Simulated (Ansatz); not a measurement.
Ideal-gas functions of water, H2O at 800 K and 1 bar, from an Ansatz frequency run at PBE0-D4/def2-TZVP.

Molar mass 18.02 g/mol, point group C2v (symmetry number 2), electronic degeneracy 1, moments of inertia 0.61, 1.169, 1.779 u Å². Harmonic wavenumbers (cm⁻¹, unscaled): 1623, 3852, 3959.

Use S(trans) = R[1.5 ln M + 2.5 ln T − 1.1517]; rotational temperatures θ = 24.2544 K / I; S(rot) = R[ln(√π/σ · √(T³/θAθBθC)) + 1.5]; for each mode x = 1.438777 ν̃/T, S = R[x/(eˣ − 1) − ln(1 − e⁻ˣ)] and H = RT x/(eˣ − 1); 1 cm⁻¹ = 0.0119627 kJ/mol; R = 8.31446 J/(mol·K).

Question: By hand: the entropy, in J/(mol·K).

Answer: Translation 165.4. Rotation: θ = 39.7613, 20.748, 13.6337 K, giving 56.1. Vibration, mode by mode: 1.85, 0.06, 0.05, in all 2.0. Electronic 0.0. Sum 223.5 J/(mol·K).

Question: By hand: H − E and G − E in kJ/mol, counted from the electronic energy.

Answer: Zero-point energy ½ × 9434 × 0.0119627 = 56.4; thermal vibration 1.2; translation, rotation and pV give 4 RT = 26.6. H − E = 84.2 kJ/mol, and G − E = 84.2 − 800 × 223.5/1000 = -94.6 kJ/mol.

Vibration gives 1 % of the entropy.
